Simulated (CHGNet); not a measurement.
## Graphite

All values below come from the machine-learned potential CHGNet 0.3.0 (trained on PBE and PBE+U data).

Cell (relaxed at this level):

```xyz
4
Lattice="2.4672 0.0000 0.0000 -1.2336 2.1367 0.0000 0.0000 0.0000 7.6840" Properties=species:S:1:pos:R:3 pbc="T T T"
C      0.0000     0.0000     5.7630
C      0.0000     0.0000     1.9210
C      1.2336     0.7122     5.7630
C      0.0000     1.4245     1.9210
```

```
Property               Value
-------------------  -------
lattice constant a   2.467 Å
lattice parameter c  7.684 Å
```

Measured, for comparison: lattice constant a 2.461 Å (300 K, no zero-point or thermal correction, our sources range from 2.456 to 2.461; as tabulated in Wikipedia's data pages); lattice parameter c 6.67 Å (low temperature, zero-point motion not removed; as tabulated in Berland et al. (2010), arXiv:1007.3305). Computed (rounded) less measured: lattice constant a +0.2 % (+0.2 % to +0.4 % over the range), lattice parameter c +15.2 %.

A machine-learned potential is trained on density-functional data: it inherits that level's misses and adds fitting errors of its own.

Note: the model gives imaginary modes for this phase (in the spectrum interpolated from a supercell); the model's c/a of 3.11 is far from the 2.73 of the starting cell; this model's volume lies 15 % above that of the starting cell (a measured, published or database cell).
